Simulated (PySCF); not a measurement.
Species: C₅H₉O (doublet state).
Atom-mapped SMILES: `[CH2:1]=[CH:2][CH2:3][C@H:4]([CH3:5])[O:6]` (hydrogens: H7, H8 on C1; H9 on C2; H10, H11 on C3; H12 on C4; H13, H14, H15 on C5)

Level of theory: PySCF, UKS B3LYP, pcH-1 on C H O, non-relativistic, mean-field spin-orbit, GIAO. The structure is a single GFN2-xTB conformer in the gas phase; no vibrational or solvent corrections. Couplings are sensitive to structure, and on GFN2-xTB geometries they can be far from those on DFT ones.

Output of the driver script. The program numbers atoms from 0.

```
UKS, coarse grid
  cycle   1  E = -270.87238447  |g| = 6.61e-01
  cycle   2  E = -266.46657883  |g| = 2.22e+00
  cycle   3  E = -270.90795126  |g| = 4.88e-01
  cycle   4  E = -271.08123802  |g| = 1.78e-01
  cycle   5  E = -271.09401704  |g| = 1.30e-01
  cycle   6  E = -271.09897162  |g| = 7.85e-02
  cycle   7  E = -271.10154106  |g| = 4.52e-02
  cycle   8  E = -271.10244306  |g| = 1.89e-02
  cycle   9  E = -271.10261346  |g| = 3.20e-03
  cycle  10  E = -271.10262078  |g| = 1.04e-03
  cycle  11  E = -271.10262307  |g| = 6.40e-04
UKS, final grid
  cycle   1  E = -271.10264247  |g| = 6.60e-04
  cycle   2  E = -271.10264385  |g| = 7.64e-04
  cycle   3  E = -271.10264460  |g| = 4.07e-04
  cycle   4  E = -271.10264614  |g| = 4.28e-04
  cycle   5  E = -271.10264976  |g| = 2.49e-04
  cycle   6  E = -271.10265103  |g| = 2.13e-04
  cycle   7  E = -271.10265229  |g| = 1.38e-04
  cycle   8  E = -271.10265254  |g| = 7.07e-05
  cycle   9  E = -271.10265257  |g| = 2.46e-05
  cycle  10  E = -271.10265257  |g| = 1.08e-05
E = -271.10265257 Eh   <S^2> = 0.7554 (exact 0.7500)
g shifts (ppm)      1          2          3
  rmc          -276       -276       -276
  gc            -11         26         53
  oz_so          23       5461      46729
  total        -264       5212      46507
hyperfine (MHz)  atom isotope    a_iso     a_fc   dipolar eigenvalues
    0   13C       6.70       6.70     -5.56     -4.69     10.25
    1   13C      -1.19      -1.19     -6.44      0.13      6.31
    2   13C      98.94      98.94    -16.95    -16.56     33.52
    3   13C     -44.69     -44.69     -7.42      3.14      4.28
    4   13C      -2.31      -2.31     -2.09     -1.65      3.73
    5   17O     -45.23     -45.23   -236.09    117.43    118.66
    6    1H      -0.42      -0.42     -2.95     -0.78      3.73
    7    1H      -2.44      -2.44     -1.66     -0.55      2.21
    8    1H       1.66       1.66     -2.46     -0.82      3.28
    9    1H     -14.16     -14.16     -9.19     -2.52     11.71
   10    1H      -8.31      -8.31     -8.74     -1.88     10.62
   11    1H     146.25     146.25     -6.83     -4.04     10.87
   12    1H       0.19       0.19     -3.47     -2.54      6.00
   13    1H       1.94       1.94     -3.25     -2.70      5.95
   14    1H       1.24       1.24     -2.55     -1.33      3.88
```

The run flagged its g tensor. What set off the flag, and which results does it touch?

The largest g shift is +0.047, past the limit of 0.03 at which the run flags a species of elements up to argon. The orbital-Zeeman/spin–orbit term is second order, a sum of spin–orbit matrix elements over excitation energies, so it grows and becomes less reliable as an excited state comes close; a shift of this size calls for a check with another method. The contact and dipolar couplings don't rest on that expansion, but they belong to the state that the SCF found, and a close-lying state with the spin in another orbital would have other couplings; no stability test was run.
